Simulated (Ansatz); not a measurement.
Ideal-gas functions of AlClH2, SMILES `[AlH2][Cl]` at 800 K and 1 bar, from an Ansatz frequency run at PBE0-D4/def2-TZVP.

Molar mass 64.45 g/mol, point group C2v (symmetry number 2), electronic degeneracy 1, moments of inertia 3.934, 74.575, 78.509 u Å². Harmonic wavenumbers (cm⁻¹, unscaled): 508, 527, 600, 777, 1962, 1978.

Use S(trans) = R[1.5 ln M + 2.5 ln T − 1.1517]; rotational temperatures θ = 24.2544 K / I; S(rot) = R[ln(√π/σ · √(T³/θAθBθC)) + 1.5]; for each mode x = 1.438777 ν̃/T, S = R[x/(eˣ − 1) − ln(1 − e⁻ˣ)] and H = RT x/(eˣ − 1); 1 cm⁻¹ = 0.0119627 kJ/mol; R = 8.31446 J/(mol·K).

Q: By hand: the entropy, in J/(mol·K).

A: Translation 181.3. Rotation: θ = 6.1653, 0.3252, 0.3089 K, giving 96.8. Vibration, mode by mode: 9.35, 9.06, 8.07, 6.18, 1.13, 1.11, in all 34.9. Electronic 0.0. Sum 313.0 J/(mol·K).

Q: By hand: H − E and G − E in kJ/mol, counted from the electronic energy.

A: Zero-point energy ½ × 6352 × 0.0119627 = 38.0; thermal vibration 16.2; translation, rotation and pV give 4 RT = 26.6. H − E = 80.8 kJ/mol, and G − E = 80.8 − 800 × 313.0/1000 = -169.6 kJ/mol.

Vibration gives 11 % of the entropy.
